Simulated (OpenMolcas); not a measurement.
# AlClF (SMILES [F][Al][Cl]), step by step

Wanted: a single-point energy (ROHF/STO-3G), then a single-point energy (CASSCF(3,3)/STO-3G), then a single-point energy (CASPT2(3,3)/STO-3G), then the energy (SC-NEVPT2(3,3)/STO-3G), then the energy (MRCI(3,3)/STO-3G) of AlClF. 

Program for the calculation: OpenMolcas 26.06.

1 further run of the same task is left out (set aside as unsound or not needed).

## 1. Starting point

AlClF has 3 atoms, charge 0, and is taken as a doublet. As SMILES, `[F][Al][Cl]`. The Al2–Cl3 distance was set to 4.103 Å, away from the relaxed value. At this shape a bond of the SMILES string is far longer than usual.

Bond lengths: F1–Al2 1.664 Å.

## 2. The energy at ROHF/STO-3G (run 1)

struct.xyz reads:

```xyz
3

F     -2.874227     1.587937    -1.412023
Al    -2.107067     0.136867    -1.139533
Cl     1.437120    -0.793970     0.706020
```

step1.input reads:

```
* AlClF Hartree-Fock
&GATEWAY
BasLib
$CurrDir
Coord
struct.xyz
Basis
STO-3G
Group
NoSym
&SEWARD
&SCF
UHF
Spin
2
Scramble
0.25
PrOrbitals
1 1
&RASSCF
FileOrb
$Project.UnaOrb
Spin
2
Nactel
1 0 0
Inactive
19
Ras2
1
OutOrbitals
Canonical
OrbListing
Nothing
```

The basis set STO-3G is read from a file made from the Basis Set Exchange's data (not shown).

Started as:

```bash
export MOLCAS_MEM=1860
pymolcas step1.input > step1.log
```

The program printed:

```text
--- Start Module: gateway ---
[...]
--- Stop Module: gateway /rc=_RC_ALL_IS_WELL_ ---
[...]
      Basis functions           23
[...]
--- Start Module: scf ---
[...]
       Convergence after  36 Iterations
[...]
::    Total SCF energy                               -791.5837307883
[...]
      Total spin, S                                     0.5000148214
[...]
--- Stop Module: scf /rc=_RC_ALL_IS_WELL_ ---
[...]
--- Start Module: rasscf ---
[...]
      Number of active orbitals                  1
[...]
      Spin quantum number                      0.5
[...]
      Active orbitals                            1
[...]
      Number of CSFs                             1
[...]
      Number of root(s) required                 1
[...]
      Convergence after  4 iterations
[...]
      printout of CI-coefficients larger than  0.05 for root  1
      energy=    -791.583729
      conf/sym  1     Coeff  Weight
             1  u   1.00000 1.00000
      Natural orbitals and occupation numbers for root  1
      sym 1:   1.000000
      ************************************************************************************************************************
      *                                                    Final results                                                     *
[...]
::    RASSCF root number  1 Total energy:   -791.58372948
[...]
      Total electronic charge=   39.000000
      Total            charge=   -0.000000
[...]
      Dipole Moment (debye):
      Origin of the operator (angstrom)=   -0.7561    0.0753   -0.4062
                   X=  5.4914E-01               Y= -1.1645E+00               Z=  1.8227E-01           Total=  1.3003E+00
      Quadrupole Moment (debye*angstrom):
[...]
--- Stop Module: rasscf /rc=_RC_ALL_IS_WELL_ ---
[...]
```

Wall time 4.5 s (1 thread of Intel Xeon Platinum 8259CL at 2.50GHz (Skylake/Cascade Lake), shared host); peak memory 0.37 GiB.

## 3. A single-point energy at CASSCF(3,3)/STO-3G (run 2)

struct.xyz is that of step 2.

step2.inp reads:

```
* AlClF CASSCF

&GATEWAY
 BASLIB = $CurrDir
 COORD = struct.xyz
 BASIS = STO-3G
 GROUP = NoSym

&SEWARD

&RASSCF
 FILEORB = $CurrDir/step1.RasOrb
 SPIN = 2
 NACTEL = 3 0 0
 INACTIVE = 18
 RAS2 = 3
 ORBLISTING = Nothing
 ORBAPPEAR = Compact
```

The basis set STO-3G is read from a file made from the Basis Set Exchange's data (not shown).

Started as:

```bash
export MOLCAS_MEM=1860
pymolcas step2.inp > step2.log
```

The program printed:

```text
--- Start Module: gateway ---
[...]
--- Stop Module: gateway /rc=_RC_ALL_IS_WELL_ ---
--- Start Module: seward ---
[...]
      Basis functions           23
--- Stop Module: seward /rc=_RC_ALL_IS_WELL_ ---
[...]
--- Start Module: rasscf ---
[...]
      Number of active orbitals                  3
[...]
      Spin quantum number                      0.5
[...]
      Active orbitals                            3
[...]
      Number of CSFs                             8
[...]
      Number of root(s) required                 1
[...]
      Convergence after 21 iterations
[...]
      printout of CI-coefficients larger than  0.05 for root  1
      energy=    -791.595838
      conf/sym  111     Coeff  Weight
             1  2u0   0.99031 0.98072
             8  0u2   0.13862 0.01921
      Natural orbitals and occupation numbers for root  1
      sym 1:   1.961501   0.999933   0.038565
      ************************************************************************************************************************
      *                                                    Final results                                                     *
[...]
::    RASSCF root number  1 Total energy:   -791.59583837
[...]
      Total electronic charge=   39.000000
      Total            charge=   -0.000000
[...]
      Dipole Moment (debye):
      Origin of the operator (angstrom)=   -0.7561    0.0753   -0.4062
                   X=  6.3189E-01               Y= -1.2807E+00               Z=  2.1576E-01           Total=  1.4443E+00
      Quadrupole Moment (debye*angstrom):
[...]
--- Stop Module: rasscf /rc=_RC_ALL_IS_WELL_ ---
[...]
```

Wall time 4.2 s (1 thread of Intel Xeon Platinum 8259CL at 2.50GHz (Skylake/Cascade Lake), shared host); peak memory 0.37 GiB.

## 4. The energy at CASPT2(3,3)/STO-3G (run 3)

struct.xyz is that of step 3.

step3.inp reads:

```
>>> EXPORT MOLCAS_PRINT=2

&gateway
 baslib
 $CurrDir
 coord
 struct.xyz
 basis
 STO-3G
 group
 NoSym

&seward

&rasscf
 fileorb
 $CurrDir/step2.RasOrb
 spin
 2
 nactel
 3 0 0
 inactive
 18
 ras2
 3
 orblisting
 Nothing
 orbappear
 Compact

&caspt2
 imaginary
 0.1
 frozen
 11
```

The basis set STO-3G is read from a file made from the Basis Set Exchange's data (not shown).

Started as:

```bash
export MOLCAS_MEM=1860
pymolcas step3.inp > step3.log
```

The program printed:

```text
--- Start Module: gateway ---
[...]
--- Stop Module: gateway /rc=_RC_ALL_IS_WELL_ ---
[...]
      Basis functions           23
[...]
--- Start Module: rasscf ---
[...]
      Number of active orbitals                  3
[...]
      Spin quantum number                      0.5
[...]
      Active orbitals                            3
[...]
      Number of CSFs                             8
[...]
      Number of root(s) required                 1
[...]
      Convergence after  4 iterations
[...]
      printout of CI-coefficients larger than  0.05 for root  1
      energy=    -791.595838
      conf/sym  111     Coeff  Weight
             1  2u0   0.99031 0.98072
             8  0u2   0.13862 0.01921
      Natural orbitals and occupation numbers for root  1
      sym 1:   1.961501   0.999933   0.038565
      ************************************************************************************************************************
      *                                                    Final results                                                     *
[...]
::    RASSCF root number  1 Total energy:   -791.59583837
[...]
      Total electronic charge=   39.000000
      Total            charge=   -0.000000
[...]
      Dipole Moment (debye):
      Origin of the operator (angstrom)=   -0.7561    0.0753   -0.4062
                   X=  6.3189E-01               Y= -1.2807E+00               Z=  2.1576E-01           Total=  1.4443E+00
      Quadrupole Moment (debye*angstrom):
[...]
--- Stop Module: rasscf /rc=_RC_ALL_IS_WELL_ ---
--- Start Module: caspt2 ---
[...]
 ###    WARNING: User changed nr of frozen orbitals.                         ###
 ###############################################################################
[...]
      E2 (Variational):          -0.0356525309
      Total energy:            -791.6314908988
[...]
      Reference weight:           0.97921
[...]
::    CASPT2 Root  1     Total energy:   -791.63149090
[...]
--- Stop Module: caspt2 /rc=_RC_ALL_IS_WELL_ ---
[...]
```

Wall time 3.3 s (1 thread of Intel Xeon Platinum 8259CL at 2.50GHz (Skylake/Cascade Lake), shared host); peak memory 0.37 GiB.

## 5. A single-point energy at SC-NEVPT2(3,3)/STO-3G (run 4)

struct.xyz is that of step 4.

step4.inp reads:

```
* AlClF NEVPT2

&GATEWAY
 BASLIB=$CurrDir
 COORD=struct.xyz
 BASIS=STO-3G
 GROUP=NoSym

&SEWARD

&RASSCF
 FILEORB=$CurrDir/step2.RasOrb
 SPIN=2
 NACTEL=3 0 0
 INACTIVE=18
 RAS2=3
 ORBLISTING=Nothing
 ORBAPPEAR=Compact

&CASPT2
 SC-NEVPT2
 FROZEN=11
```

The basis set STO-3G is read from a file made from the Basis Set Exchange's data (not shown).

Started as:

```bash
export MOLCAS_MEM=1860
pymolcas step4.inp > step4.log
```

The program printed:

```text
--- Start Module: gateway ---
[...]
--- Stop Module: gateway /rc=_RC_ALL_IS_WELL_ ---
[...]
      Basis functions           23
[...]
--- Start Module: rasscf ---
[...]
      Number of active orbitals                  3
[...]
      Spin quantum number                      0.5
[...]
      Active orbitals                            3
[...]
      Number of CSFs                             8
[...]
      Number of root(s) required                 1
[...]
      Convergence after  4 iterations
[...]
      printout of CI-coefficients larger than  0.05 for root  1
      energy=    -791.595838
      conf/sym  111     Coeff  Weight
             1  2u0   0.99031 0.98072
             8  0u2   0.13862 0.01921
      Natural orbitals and occupation numbers for root  1
      sym 1:   1.961501   0.999933   0.038565
      ************************************************************************************************************************
      *                                                    Final results                                                     *
[...]
::    RASSCF root number  1 Total energy:   -791.59583837
[...]
      Total electronic charge=   39.000000
      Total            charge=   -0.000000
[...]
      Dipole Moment (debye):
      Origin of the operator (angstrom)=   -0.7561    0.0753   -0.4062
                   X=  6.3189E-01               Y= -1.2807E+00               Z=  2.1576E-01           Total=  1.4443E+00
      Quadrupole Moment (debye*angstrom):
[...]
--- Stop Module: rasscf /rc=_RC_ALL_IS_WELL_ ---
[...]
--- Start Module: caspt2 ---
[...]
 ###    WARNING: User changed nr of frozen orbitals.                         ###
 ###############################################################################
[...]
      E2 (Variational):          -0.0330554628
[...]
      E2 (Variational):          -0.0330495932
      Total energy:            -791.6288879611
[...]
      Reference weight:           0.98215
[...]
::    SC-NEVPT2 Root  1     Total energy:   -791.62888796
[...]
--- Stop Module: caspt2 /rc=_RC_ALL_IS_WELL_ ---
[...]
```

Wall time 4.2 s (1 thread of Intel Xeon Platinum 8259CL at 2.50GHz (Skylake/Cascade Lake), shared host); peak memory 0.37 GiB.

## 6. A single-point energy at MRCI(3,3)/STO-3G (run 5)

struct.xyz is that of step 5.

step5.input reads:

```
* AlClF MRCI
&GATEWAY
BasLib
$CurrDir
Coord
struct.xyz
Basis
STO-3G
Group
NoSym
&SEWARD
&RASSCF
FileOrb
$CurrDir/step2.RasOrb
Spin
2
Nactel
3 0 0
Inactive
18
Ras2
3
OrbListing
Nothing
OrbAppear
Compact
&MOTRA
LumOrb
Frozen
11
&GUGA
Electrons
17
Spin
2
Inactive
7
Active
3
CIAll
1
&MRCI
SDCI
```

The basis set STO-3G is read from a file made from the Basis Set Exchange's data (not shown).

Started as:

```bash
export MOLCAS_MEM=1860
pymolcas step5.input > step5.log
```

The program printed:

```text
--- Start Module: gateway ---
[...]
--- Stop Module: gateway /rc=_RC_ALL_IS_WELL_ ---
[...]
      Basis functions           23
[...]
      Number of active orbitals                  3
[...]
      Spin quantum number                      0.5
[...]
      Active orbitals                            3
[...]
      Number of CSFs                             8
[...]
      Number of root(s) required                 1
[...]
      Convergence after  4 iterations
[...]
      printout of CI-coefficients larger than  0.05 for root  1
      energy=    -791.595838
      conf/sym  111     Coeff  Weight
             1  2u0   0.99031 0.98072
             8  0u2   0.13862 0.01921
      Natural orbitals and occupation numbers for root  1
      sym 1:   1.961501   0.999933   0.038565
      ************************************************************************************************************************
      *                                                    Final results                                                     *
[...]
::    RASSCF root number  1 Total energy:   -791.59583837
[...]
      Dipole Moment (debye):
      Origin of the operator (angstrom)=   -0.7561    0.0753   -0.4062
                   X=  6.3189E-01               Y= -1.2807E+00               Z=  2.1576E-01           Total=  1.4443E+00
      Quadrupole Moment (debye*angstrom):
[...]
      *** WARNING: Default frozen orbitals is overwritten by user input.
      *** Default values:   8
[...]
--- Start Module: guga ---
[...]
--- Stop Module: guga /rc=_RC_ALL_IS_WELL_ ---
--- Start Module: mrci ---
[...]
       (But an ACPF correction will be computed)
       USE THE DEFAULT ACPF G-VALUE GFAC=  0.11764705882352941
[...]
                      CI ENERGY:  -791.64028908
[...]
                ACPF CORRECTION:    -0.00185307
[...]
      Total electronic charge=   39.000000
      Total            charge=   -0.000000
[...]
     ACPF CORRECTION:     -0.00185307
[...]
  CI State   1     Total energy:   -791.64028908     QDav:     -0.00211188     QACPF:     -0.00185307
[...]
--- Stop Module: mrci /rc=_RC_ALL_IS_WELL_ ---
[...]
```

Run time: 4.8 s. Hardware: 1 thread of Intel Xeon Platinum 8259CL at 2.50GHz (Skylake/Cascade Lake), shared host; peak memory 0.37 GiB.

## 7. What came out

| quantity | value |
| --- | --- |
| run 1, ROHF/STO-3G: total energy | -791.58373 Eh |
| run 1, ROHF/STO-3G: dipole moment | 1.30 D |
| run 2, CASSCF(3,3)/STO-3G: total energy | -791.59584 Eh |
| run 2, CASSCF(3,3)/STO-3G: dipole moment (CASSCF density) | 1.44 D |
| run 3, CASPT2(3,3)/STO-3G: total energy | -791.63149 Eh |
| run 3, CASPT2(3,3)/STO-3G: dipole moment (CASSCF density) | 1.44 D |
| run 4, SC-NEVPT2(3,3)/STO-3G: total energy | -791.62889 Eh |
| run 4, SC-NEVPT2(3,3)/STO-3G: dipole moment (CASSCF density) | 1.44 D |
| run 5, MRCI(3,3)/STO-3G: total energy | -791.64029 Eh |
| run 5, MRCI(3,3)/STO-3G: dipole moment (CASSCF density) | 1.44 D |

Mulliken charges (run 5, MRCI(3,3)/STO-3G) of the CASSCF density run from -0.44 on F1 to +0.44 on Al2; they depend strongly on the basis.
